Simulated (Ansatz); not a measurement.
PF⁺, doublet in cc-pVDZ: errors against UCCSDTQ

Geometry: that of the PF, triplet, kept fixed.

```yaml
atoms:
  - { symbol: F, position_ang: [0.0000, 0.0000, 0.0000] }
  - { symbol: P, position_ang: [0.0000, 0.0000, 1.5934] }
```

Basis cc-pVDZ; Ansatz 0.2.0. Only valence electrons are correlated (noble-gas cores frozen), which leaves 11 electrons in 26 orbitals. Prefix R: restricted or restricted open-shell reference; prefix U: unrestricted. Active spaces: valence = (11e, 8o) chosen from the atoms' valence shells.

Full CI isn't at hand for all of this; UCCSDTQ serves as the reference, and is uncertain by about the last step of the cluster series. The frozen core follows each run's orbitals, which can shift R against U totals by a few meV.

For open shells CISD and CISDTQ are restricted-active-space CI with the open shells as a complete middle space.

The UHF ⟨S²⟩ is 0.766 and the T1 diagnostic (RCCSD) is 0.0289. The largest doubles amplitude (RCCSD) is 0.075 and the T1 diagnostic (UCCSD) is 0.0272.

| level | E − E(RHF) (eV) |
| --- | --- |
| UHF | -0.1399 |
| RMP2 | -7.4194 |
| UMP2 | -7.4054 |
| RCCSD | -7.8404 |
| UCCSD | -7.8430 |
| RCCSD(T) | -8.0620 |
| UCCSD(T) | -8.0616 |

(1) Estimate how far UCCSDTQ in cc-pVDZ lies from RCCSD(T). The table doesn't fix it; the size of (T) and the diagnostics are the guide.

(1) UCCSDTQ in cc-pVDZ lies 4.0 kJ/mol below RCCSD(T), which is 19 % of the (T) step (-21.4 kJ/mol). The diagnostics are small and one determinant leads, so the series closes fast and only a small part of (T) is left.

The other levels:

| level | E − E(UCCSDTQ) (kJ/mol) | share of correlation (%) | wall time |
| --- | --- | --- | --- |
| CISD | 75.5 | 90.35 | 1 s |
| BCCD(T) | 3.3 | 99.58 | 1.1 s |
| RCCSDT | 1.8 | 99.77 | – |
| UCCSDT | 1.8 | 99.77 | – |
| CISDTQ | 4.1 | 99.48 | 80 s (H100) |
| RCCSDT(Q) | 0.5 | 99.94 | 6.5 s |
| UCCSDT(Q) | -0.5 | 100.07 | 6 s |
| RCCSDTQ | 0.0 | 100.00 | 59 s (H100) |
| CASSCF (valence space) | 587.0 | 24.92 | – |
| NEVPT2 (valence space) | 119.2 | 84.76 | 0.99 s |
| MRCISD (valence space) | 42.6 | 94.55 | – |
| MRCISD+Q (valence space) | 6.9 | 99.11 | 1.7 s |

The correlation energy at UCCSDTQ, counted from RHF, is -8.103 eV. That run took 71 s on 2 threads of AMD EPYC 7R13 with a shared H100 80 GB, shared host.

Times hold each run's SCF and search for its determinant on a shared host, so for small cases they say little of a method's own cost; rows without a card ran on 1 thread of AMD EPYC 7R13.

Natural occupations of CASSCF (valence space) about the gap: 1.998 1.993 1.969 1.968 1.006 0.033 0.033; effectively unpaired electrons, Σ n²(2−n)², 1.02.
